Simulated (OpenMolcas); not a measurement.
# PH2 (SMILES [PH2]), step by step

Aim: a single-point energy (UHF/pcseg-0), then the energy (CASSCF(3,3)/pcseg-0), then the energy (CASPT2(3,3)/pcseg-0), then the energy (SC-NEVPT2(3,3)/pcseg-0), then a single-point energy (MRCI(3,3)/pcseg-0) of PH2. 

Program for the calculation: OpenMolcas 26.06.

1 further run of the same task is left out (set aside as unsound or not needed).

### Step 1. The structure to begin with

PH2 has 3 atoms, charge 0, and is taken as a doublet. As SMILES, `[PH2]`. The P1–H3 distance was set to 2.492 Å, away from the relaxed value. At this shape a bond of the SMILES string is far longer than usual.

Bond lengths: P1–H2 1.424 Å.

### Step 2. The energy at UHF/pcseg-0 (run 1)

The input, step1.input:

```
* H2P Hartree-Fock

&gateway
  baslib = $CurrDir
  coord
  3
  bohr
  P      2.64624396     0.02872762     1.47041668
  H      1.86939645     2.60038031     1.31647959
  H     -1.21012392    -1.40240355    -0.82197417
  basis = pcseg-0
  group = NoSym

&seward

&scf
  uhf
  spin = 2
  scramble = 0.25
  prorbitals = 1 1
```

The basis set pcseg-0 is read from a file made from the Basis Set Exchange's data (not shown).

The run is started by

```console
export MOLCAS_MEM=1860
pymolcas step1.input > step1.log
```

Log:

```text
--- Start Module: gateway ---
[...]
--- Stop Module: gateway /rc=_RC_ALL_IS_WELL_ ---
--- Start Module: seward ---
[...]
      Basis functions           17
--- Stop Module: seward /rc=_RC_ALL_IS_WELL_ ---
--- Start Module: scf ---
[...]
       Convergence after  37 Iterations
[...]
::    Total SCF energy                               -341.3234198158
[...]
      Total spin, S                                     0.8350090054
[...]
      Total electronic charge=   17.000000
      Total            charge=   -0.000000
[...]
      Dipole Moment (debye):
      Origin of the operator (angstrom)=    1.3254    0.0336    0.7386
                   X= -3.5028E-02               Y=  1.0779E+00               Z=  9.6608E-02           Total=  1.0828E+00
      Quadrupole Moment (debye*angstrom):
[...]
--- Stop Module: scf /rc=_RC_ALL_IS_WELL_ ---
[...]
```

Wall time 2.4 s (1 thread of Arm Neoverse V1, shared host); peak memory 0.37 GiB.

### Step 3. The energy at CASSCF(3,3)/pcseg-0 (run 2)

The input, step2.inp:

```
>>> EXPORT MOLCAS_PRINT=2

&GATEWAY
 BasLib=$CurrDir
 Coord
 3
 bohr
 P      2.64624396     0.02872762     1.47041668
 H      1.86939645     2.60038031     1.31647959
 H     -1.21012392    -1.40240355    -0.82197417
 Basis=pcseg-0
 Group=NoSym

&SEWARD

&RASSCF
 FileOrb=$CurrDir/step1.UnaOrb
 Spin=2
 Nactel=3 0 0
 Inactive=7
 Ras2=3
 OrbListing=Nothing
 OrbAppear=Compact
```

The basis set pcseg-0 is read from a file made from the Basis Set Exchange's data (not shown).

The run is started by

```console
export MOLCAS_MEM=1860
pymolcas step2.inp > step2.log
```

Log:

```text
--- Start Module: gateway ---
[...]
--- Stop Module: gateway /rc=_RC_ALL_IS_WELL_ ---
--- Start Module: seward ---
[...]
      Basis functions           17
--- Stop Module: seward /rc=_RC_ALL_IS_WELL_ ---
--- Start Module: rasscf ---
[...]
      Number of active orbitals                  3
[...]
      Spin quantum number                      0.5
[...]
      Active orbitals                            3
[...]
      Number of CSFs                             8
[...]
      Number of root(s) required                 1
[...]
      Convergence after  9 iterations
[...]
      printout of CI-coefficients larger than  0.05 for root  1
      energy=    -341.357458
      conf/sym  111     Coeff  Weight
             1  2u0  -0.89181 0.79532
             4  udu   0.19722 0.03890
             6  uud   0.11387 0.01297
             8  0u2  -0.39092 0.15282
      Natural orbitals and occupation numbers for root  1
      sym 1:   1.642506   1.000000   0.357494
      ************************************************************************************************************************
      *                                                    Final results                                                     *
[...]
::    RASSCF root number  1 Total energy:   -341.35745845
[...]
      Total electronic charge=   17.000000
      Total            charge=   -0.000000
[...]
      Dipole Moment (debye):
      Origin of the operator (angstrom)=    1.3254    0.0336    0.7386
                   X= -5.5064E-02               Y=  1.0798E+00               Z=  8.5702E-02           Total=  1.0846E+00
      Quadrupole Moment (debye*angstrom):
[...]
--- Stop Module: rasscf /rc=_RC_ALL_IS_WELL_ ---
[...]
```

Run time: 1.8 s. Hardware: 1 thread of Arm Neoverse V1, shared host; peak memory 0.37 GiB.

### Step 4. A single-point energy at CASPT2(3,3)/pcseg-0 (run 3)

The input, step3.input:

```
&GATEWAY
  BasLib
  $CurrDir
  Coord
  3
  bohr
  P      2.64624396     0.02872762     1.47041668
  H      1.86939645     2.60038031     1.31647959
  H     -1.21012392    -1.40240355    -0.82197417
  Basis
  pcseg-0
  Group
  NoSym

&SEWARD

&RASSCF
  FileOrb
  $CurrDir/step2.RasOrb
  Spin
  2
  Nactel
  3 0 0
  Inactive
  7
  Ras2
  3
  OrbListing
  Nothing
  OrbAppear
  Compact

&CASPT2
  Imaginary
  0.1
  Frozen
  5
```

The basis set pcseg-0 is read from a file made from the Basis Set Exchange's data (not shown).

The run is started by

```console
export MOLCAS_MEM=1860
pymolcas step3.input > step3.log
```

Log:

```text
--- Start Module: gateway ---
[...]
--- Stop Module: gateway /rc=_RC_ALL_IS_WELL_ ---
[...]
      Basis functions           17
[...]
--- Start Module: rasscf ---
[...]
      Number of active orbitals                  3
[...]
      Spin quantum number                      0.5
[...]
      Active orbitals                            3
[...]
      Number of CSFs                             8
[...]
      Number of root(s) required                 1
[...]
      Convergence after  4 iterations
[...]
      printout of CI-coefficients larger than  0.05 for root  1
      energy=    -341.357458
      conf/sym  111     Coeff  Weight
             1  2u0  -0.89181 0.79532
             4  udu   0.19722 0.03890
             6  uud   0.11387 0.01297
             8  0u2  -0.39092 0.15282
      Natural orbitals and occupation numbers for root  1
      sym 1:   1.642506   1.000000   0.357494
      ************************************************************************************************************************
      *                                                    Final results                                                     *
[...]
::    RASSCF root number  1 Total energy:   -341.35745845
[...]
      Total electronic charge=   17.000000
      Total            charge=   -0.000000
[...]
      Dipole Moment (debye):
      Origin of the operator (angstrom)=    1.3254    0.0336    0.7386
                   X= -5.5067E-02               Y=  1.0798E+00               Z=  8.5699E-02           Total=  1.0846E+00
      Quadrupole Moment (debye*angstrom):
[...]
--- Stop Module: rasscf /rc=_RC_ALL_IS_WELL_ ---
--- Start Module: caspt2 ---
[...]
 ###    WARNING: User changed nr of frozen orbitals.                         ###
 ###############################################################################
[...]
      E2 (Variational):          -0.0348267428
      Total energy:            -341.3922851969
[...]
      Reference weight:           0.98289
[...]
::    CASPT2 Root  1     Total energy:   -341.39228520
[...]
--- Stop Module: caspt2 /rc=_RC_ALL_IS_WELL_ ---
[...]
```

Run time: 1.8 s. Hardware: 1 thread of Arm Neoverse V1, shared host; peak memory 0.37 GiB.

### Step 5. The energy at SC-NEVPT2(3,3)/pcseg-0 (run 4)

The input, step4.inp:

```
&GATEWAY
BASLIB = $CurrDir
COORD
3
bohr
P      2.64624396     0.02872762     1.47041668
H      1.86939645     2.60038031     1.31647959
H     -1.21012392    -1.40240355    -0.82197417
BASIS = pcseg-0
GROUP = NoSym
&SEWARD
&RASSCF
FILEORB = $CurrDir/step2.RasOrb
SPIN = 2
NACTEL = 3 0 0
INACTIVE = 7
RAS2 = 3
ORBLISTING = Nothing
ORBAPPEAR = Compact
&CASPT2
SC-NEVPT2
FROZEN = 5
```

The basis set pcseg-0 is read from a file made from the Basis Set Exchange's data (not shown).

The run is started by

```console
export MOLCAS_MEM=1860
pymolcas step4.inp > step4.log
```

Log:

```text
--- Start Module: gateway ---
[...]
--- Stop Module: gateway /rc=_RC_ALL_IS_WELL_ ---
[...]
      Basis functions           17
[...]
--- Start Module: rasscf ---
[...]
      Number of active orbitals                  3
[...]
      Spin quantum number                      0.5
[...]
      Active orbitals                            3
[...]
      Number of CSFs                             8
[...]
      Number of root(s) required                 1
[...]
      Convergence after  4 iterations
[...]
      printout of CI-coefficients larger than  0.05 for root  1
      energy=    -341.357458
      conf/sym  111     Coeff  Weight
             1  2u0  -0.89181 0.79532
             4  udu   0.19722 0.03890
             6  uud   0.11387 0.01297
             8  0u2  -0.39092 0.15282
      Natural orbitals and occupation numbers for root  1
      sym 1:   1.642506   1.000000   0.357494
      ************************************************************************************************************************
      *                                                    Final results                                                     *
[...]
::    RASSCF root number  1 Total energy:   -341.35745845
[...]
      Total electronic charge=   17.000000
      Total            charge=   -0.000000
[...]
      Dipole Moment (debye):
      Origin of the operator (angstrom)=    1.3254    0.0336    0.7386
                   X= -5.5067E-02               Y=  1.0798E+00               Z=  8.5699E-02           Total=  1.0846E+00
      Quadrupole Moment (debye*angstrom):
[...]
--- Stop Module: rasscf /rc=_RC_ALL_IS_WELL_ ---
--- Start Module: caspt2 ---
[...]
 ###    WARNING: User changed nr of frozen orbitals.                         ###
 ###############################################################################
[...]
      E2 (Variational):          -0.0345724550
[...]
      E2 (Variational):          -0.0345401646
      Total energy:            -341.3919986187
[...]
      Reference weight:           0.98291
[...]
::    SC-NEVPT2 Root  1     Total energy:   -341.39199862
[...]
--- Stop Module: caspt2 /rc=_RC_ALL_IS_WELL_ ---
[...]
```

Run time: 1.8 s. Hardware: 1 thread of Arm Neoverse V1, shared host; peak memory 0.37 GiB.

### Step 6. A single-point energy at MRCI(3,3)/pcseg-0 (run 5)

The input, step5.inp:

```
&GATEWAY
  BasLib=$CurrDir
  Coord
  3
  bohr
  P      2.64624396     0.02872762     1.47041668
  H      1.86939645     2.60038031     1.31647959
  H     -1.21012392    -1.40240355    -0.82197417
  Basis=pcseg-0
  Group=NoSym

&SEWARD

&RASSCF
  FileOrb=$CurrDir/step2.RasOrb
  Spin=2
  Nactel=3 0 0
  Inactive=7
  Ras2=3
  OrbListing=Nothing
  OrbAppear=Compact

&MOTRA
  LumOrb
  Frozen=5

&GUGA
  Electrons=7
  Spin=2
  Inactive=2
  Active=3
  CIAll=1

&MRCI
  SDCI
```

The basis set pcseg-0 is read from a file made from the Basis Set Exchange's data (not shown).

The run is started by

```console
export MOLCAS_MEM=1860
pymolcas step5.inp > step5.log
```

Log:

```text
--- Start Module: gateway ---
[...]
--- Stop Module: gateway /rc=_RC_ALL_IS_WELL_ ---
[...]
      Basis functions           17
[...]
      Number of active orbitals                  3
[...]
      Spin quantum number                      0.5
[...]
      Active orbitals                            3
[...]
      Number of CSFs                             8
[...]
      Number of root(s) required                 1
[...]
      Convergence after  4 iterations
[...]
      printout of CI-coefficients larger than  0.05 for root  1
      energy=    -341.357458
      conf/sym  111     Coeff  Weight
             1  2u0  -0.89181 0.79532
             4  udu   0.19722 0.03890
             6  uud   0.11387 0.01297
             8  0u2  -0.39092 0.15282
      Natural orbitals and occupation numbers for root  1
      sym 1:   1.642506   1.000000   0.357494
      ************************************************************************************************************************
      *                                                    Final results                                                     *
[...]
::    RASSCF root number  1 Total energy:   -341.35745845
[...]
      Dipole Moment (debye):
      Origin of the operator (angstrom)=    1.3254    0.0336    0.7386
                   X= -5.5067E-02               Y=  1.0798E+00               Z=  8.5699E-02           Total=  1.0846E+00
      Quadrupole Moment (debye*angstrom):
[...]
      *** WARNING: Default frozen orbitals is overwritten by user input.
      *** Default values:   5
[...]
--- Start Module: guga ---
[...]
--- Stop Module: guga /rc=_RC_ALL_IS_WELL_ ---
--- Start Module: mrci ---
[...]
       (But an ACPF correction will be computed)
       USE THE DEFAULT ACPF G-VALUE GFAC=  0.28571428571428570
[...]
                      CI ENERGY:  -341.40299090
[...]
                ACPF CORRECTION:    -0.00104223
[...]
      Total electronic charge=   17.000000
      Total            charge=   -0.000000
[...]
     ACPF CORRECTION:     -0.00104223
[...]
  CI State   1     Total energy:   -341.40299090     QDav:     -0.00147260     QACPF:     -0.00104223
[...]
--- Stop Module: mrci /rc=_RC_ALL_IS_WELL_ ---
[...]
```

Wall time 1.9 s (1 thread of Arm Neoverse V1, shared host); peak memory 0.37 GiB.

### Step 7. Outcome

| quantity | value |
| --- | --- |
| run 1, UHF/pcseg-0: total energy | -341.32342 Eh |
| run 1, UHF/pcseg-0: dipole moment | 1.08 D |
| run 1, UHF/pcseg-0: HOMO energy (highest over α and β) | -10.00 eV |
| run 1, UHF/pcseg-0: LUMO energy (lowest over α and β) | 0.74 eV |
| run 1, UHF/pcseg-0: ⟨S²⟩ | 1.532 |
| run 2, CASSCF(3,3)/pcseg-0: total energy | -341.35746 Eh |
| run 2, CASSCF(3,3)/pcseg-0: dipole moment (CASSCF density) | 1.08 D |
| run 3, CASPT2(3,3)/pcseg-0: total energy | -341.39229 Eh |
| run 3, CASPT2(3,3)/pcseg-0: dipole moment (CASSCF density) | 1.08 D |
| run 4, SC-NEVPT2(3,3)/pcseg-0: total energy | -341.39200 Eh |
| run 4, SC-NEVPT2(3,3)/pcseg-0: dipole moment (CASSCF density) | 1.08 D |
| run 5, MRCI(3,3)/pcseg-0: total energy | -341.40299 Eh |
| run 5, MRCI(3,3)/pcseg-0: dipole moment (CASSCF density) | 1.08 D |

What this shows: ⟨S²⟩ (run 1, UHF/pcseg-0) is 1.53 where a pure doublet has 0.75: the reference is spin-contaminated. The run (run 1, UHF/pcseg-0) may have ended on a state above the lowest. Mulliken charges (run 3, CASPT2(3,3)/pcseg-0) of the CASSCF density run from -0.04 on H3 to +0.07 on P1. Mulliken charges (run 5, MRCI(3,3)/pcseg-0) of the CASSCF density run from -0.04 on H3 to +0.07 on P1; they depend strongly on the basis.
